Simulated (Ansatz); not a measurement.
This geometry of AlH$_{4}$NSi (7 atoms, charge 0, multiplicity 1) is a first-order saddle point.

These are results of Ansatz 0.2.0, RKS CAM-B3LYP-D4/def2-SVP, not measurements.

```xyz
7
Properties=species:S:1:pos:R:3
N -1.335 -0.970 -1.032
Si -0.710 0.369 -0.516
Al 1.252 0.293 0.945
H -1.678 -1.865 -1.320
H -1.296 1.698 -0.905
H 1.826 -1.131 1.324
H 1.941 1.606 1.504
```

Which two structures does it join? (They come from a converged band through this point; their orientation in space is the band's.)

No bond is made or broken. The dihedral H4–N1–Si2–Al3 changes from 0 to -180° by way of a nearly straight angle H4–N1–Si2 (up to 175°), not by a turn about the bond.

Initial state:

```xyz
7
Properties=species:S:1:pos:R:3
N -1.565 -0.823 -1.191
Si -0.759 0.422 -0.552
Al 1.203 0.202 0.902
H -1.235 -1.764 -0.976
H -1.290 1.768 -0.903
H 1.699 -1.266 1.217
H 1.947 1.461 1.503
```

Final state:

```xyz
7
Properties=species:S:1:pos:R:3
N -1.157 -1.186 -0.916
Si -0.663 0.286 -0.484
Al 1.285 0.237 0.974
H -1.962 -1.326 -1.526
H -1.318 1.568 -0.920
H 1.885 -1.164 1.375
H 1.930 1.584 1.497
```

How far does it lie above each of them?

20.3 kJ/mol above the first and 23.3 kJ/mol above the second. This is the barrier of this one path; another mechanism may lie lower.

Time of the run: 2.3 min on 1 thread of Arm Neoverse V1, with other jobs on the host, peak memory 0.14 GiB.
